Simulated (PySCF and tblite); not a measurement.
4 constitutional isomers of C4H4N2:

```json
{"isomer": "A", "SMILES": "[cH:1]1[cH:2][n:3][cH:4][cH:5][n:6]1"}
{"isomer": "B", "SMILES": "[CH2:1]=[C:2]1[N:3]=[CH:4][CH:5]=[N:6]1"}
{"isomer": "C", "SMILES": "[cH:1]1[cH:2][cH:3][n:4][n:5][cH:6]1"}
{"isomer": "D", "SMILES": "[cH:1]1[cH:2][n:3][cH:4][n:5][cH:6]1"}
```

Each isomer is a Boltzmann average at 298.15 K over at most 6 conformers: GFN2-xTB geometries, energies PBE0/pcSseg-1 (IEF-PCM, chloroform) (D3(BJ) added where defined), GIAO shieldings PBE0/pcSseg-1 (IEF-PCM, chloroform), GFN2-xTB thermal terms. Programs: PySCF with density fitting and tblite.

What shifts does each isomer give (ppm)?


A: ¹H (against TMS): 9.00 (H1/H2/H4/H5, 4H). ¹³C (against TMS): 152.6 (C1/C2/C4/C5). ¹⁵N (against NH3): 373.4 (N3/N6).

B: ¹H (against TMS): 8.39 (H4/H5, 2H), 7.20 (H1, 2H). ¹³C (against TMS): 177.4 (C2), 166.7 (C4/C5), 145.7 (C1). ¹⁵N (against NH3): 379.6 (N3/N6).

C: ¹H (against TMS): 9.67 (H3/H6, 2H), 7.89 (H1/H2, 2H). ¹³C (against TMS): 158.2 (C3/C6), 134.0 (C1/C2). ¹⁵N (against NH3): 450.5 (N4/N5).

D: ¹H (against TMS): 9.55 (H4, 1H), 9.16 (H2/H6, 2H), 7.70 (H1, 1H). ¹³C (against TMS): 166.0 (C4), 165.2 (C2/C6), 129.3 (C1). ¹⁵N (against NH3): 328.8 (N3/N5).

Unscaled ¹⁵N shifts at such levels can be off by tens of ppm; differences between conformers or isomers are more reliable. Shifts are unscaled: against experiment ¹³C can be off by 15 ppm or more and ¹H by 0.8 ppm.


¹⁵N shifts are against a computed isolated NH3 molecule, about 20 ppm from the liquid.